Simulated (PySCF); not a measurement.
## The first ionisation energy along the third row

Calculated with PySCF 2.14 from differences of total energies of unrestricted determinants, without spin-orbit coupling. Values in eV. The last column holds reference values (NIST; (s) semi-empirical, (t) theoretical, else measured). Unmarked ones compare directly (S terms, centres of terms, or small fine structure); those marked * lie between the lowest fine-structure levels and include a spin-orbit shift.

```
                      element               configurations     UHF  MP2 (valence)  SCS-MP2 (valence)  CCSD (valence)  CCSD(T) (valence)  reference
Mg (6-31G*, non-relativistic)          [Ne] 3s2 → [Ne] 3s1   6.614          7.201              7.318           7.516              7.516      7.646
Al (6-31G*, non-relativistic)      [Ne] 3s2 3p1 → [Ne] 3s2   5.559          5.646              5.624           5.685              5.699      5.977
Si (6-31G*, non-relativistic)  [Ne] 3s2 3p2 → [Ne] 3s2 3p1   7.633          7.789              7.727           7.770              7.777      8.157
 P (6-31G*, non-relativistic)  [Ne] 3s2 3p3 → [Ne] 3s2 3p2   9.941         10.186             10.070          10.098             10.101     10.526
 S (6-31G*, non-relativistic)  [Ne] 3s2 3p4 → [Ne] 3s2 3p3   9.148          9.475              9.503           9.475              9.487     10.336
Cl (6-31G*, non-relativistic)  [Ne] 3s2 3p5 → [Ne] 3s2 3p4  11.782         12.294             12.276          12.239             12.249     12.974
Ar (6-31G*, non-relativistic)          [Ar] → [Ne] 3s2 3p5  14.659         15.342             15.261          15.215             15.223     15.819
```

| method | elements | mean error (eV) | mean absolute error (eV) | largest error (eV) |
| --- | --- | --- | --- | --- |
| UHF | 7 | -0.871 | 0.871 | -1.192 |
| MP2 (valence) | 7 | -0.500 | 0.500 | -0.860 |
| SCS-MP2 (valence) | 7 | -0.522 | 0.522 | -0.833 |
| CCSD (valence) | 7 | -0.491 | 0.491 | -0.861 |
| CCSD(T) (valence) | 7 | -0.483 | 0.483 | -0.848 |

Errors include the incompleteness of the basis and the frozen core.

"Valence" correlates the outer s and p shells and, in groups 3 to 12 and the f block, the outer d or f shell, open or full, or the next shell where the ion has no valence electron left; the wider scheme adds the next inner shell.
